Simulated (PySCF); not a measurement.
isobutyronitrile: calculation against experiment

**Measured values to compare with.**

From NIST CCCBDB Release 22 (SRD 101), experimental polarizabilities, for the gas: mean polarisability 8.049 Å³.

The results are set against them at the end.

Compound: isobutyronitrile, C4H7N.
SMILES with atom numbers: `[CH3:1][CH:2]([CH3:3])[C:4]#[N:5]` (hydrogens: H6, H7, H8 on C1; H9 on C2; H10, H11, H12 on C3)

Structure used (PBE0-D3(BJ)/def2-TZVP), in Å, numbered top down from 1:
```
atom  x, y, z in Å
C1     0.2166   -0.8374    1.0455
C2     0.4192    0.1610   -0.0926
C3    -0.6086   -0.0207   -1.2075
C4     0.3806    1.5283    0.4191
N5     0.3414    2.6011    0.8314
H6     0.3080   -1.8547    0.6605
H7    -0.7769   -0.7228    1.4829
H8     0.9558   -0.6970    1.8347
H9     1.4218    0.0192   -0.5118
H10   -1.6207    0.1168   -0.8225
H11   -0.4508    0.6942   -2.0157
H12   -0.5304   -1.0298   -1.6163
```

Runs made with PySCF (gas phase, on this PBE0-D3(BJ)/def2-TZVP geometry; no spin–orbit coupling):

```json
{"level": "CAM-B3LYP/aug-cc-pVTZ", "job": "10 singlets by full TDDFT, 4 Tamm–Dancoff triplets, polarisability", "basis functions": "391"}
{"level": "PBE0/aug-cc-pVTZ", "job": "10 singlets by full TDDFT, 4 Tamm–Dancoff triplets, polarisability, dynamic polarisability", "basis functions": "391"}
{"level": "wB97X-D/aug-cc-pVTZ", "job": "10 singlets by full TDDFT, 4 Tamm–Dancoff triplets, polarisability, ΔSCF ions", "basis functions": "391"}
```

**Comparison with experiment**

**Mean polarisability.** Measured: 8.049 Å³ (NIST CCCBDB Release 22 (SRD 101), experimental polarizabilities).

| level | computed (Å³) | computed − measured (Å³) | % (from the printed values) |
| --- | --- | --- | --- |
| CAM-B3LYP/aug-cc-pVTZ | 7.916 | -0.133 | -2 |
| PBE0/aug-cc-pVTZ | 7.961 | -0.088 | -1 |
| wB97X-D/aug-cc-pVTZ | 7.925 | -0.124 | -2 |

Closest is PBE0/aug-cc-pVTZ (-0.088 Å³), furthest CAM-B3LYP/aug-cc-pVTZ (-0.133 Å³); one molecule doesn't rank methods. All 3 levels lie below the measurement. The computed values are static and purely electronic, with core orbitals frozen in the response (1 au = 0.148185 Å³). The table of measured values doesn't say here whether a value is static or optical, or holds a vibrational part.

The geometry is computed, not the measured one. Where a level misses, the cause wasn't examined.
